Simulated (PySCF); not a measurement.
## Which determinant of OH lies lowest?

Unrestricted PBE0; basis H 6-31G(d,p), O 6-31G(d,p); no relativity; PySCF 2.14. Outer shells of the fragments: H 1s1; O 2s2 2p4.

Followed along the bond (rough minima from three points):

```
2Ms+1  unpaired  ⟨S²⟩ at the start  R at minimum (Å)  Te (eV)
    2       π ↑               0.75              0.98     0.00
```

Solutions found at the starting distance of 0.920 Å, counted from the lowest of them; the search is not exhaustive and high or unbound solutions are not listed, so other states can lie among these:

```
2Ms+1   unpaired  term  E (eV)  ⟨S²⟩  ⟨Lz²⟩  μ (D)
    2        π ↑    ²Π    0.00  0.75   1.00  -1.74
    4  σ ↑, π ↑↑   ⁴Σ⁻    8.93  3.75   0.00   2.79
```

A term symbol is given only where ⟨S²⟩ and ⟨Lz²⟩ are close to those of a pure state; real π, δ and φ orbitals otherwise mix terms. A positive dipole means H(−)O(+).

Counting both spins, an empty level lies below a filled one in some of these solutions, because spin and occupation are held.
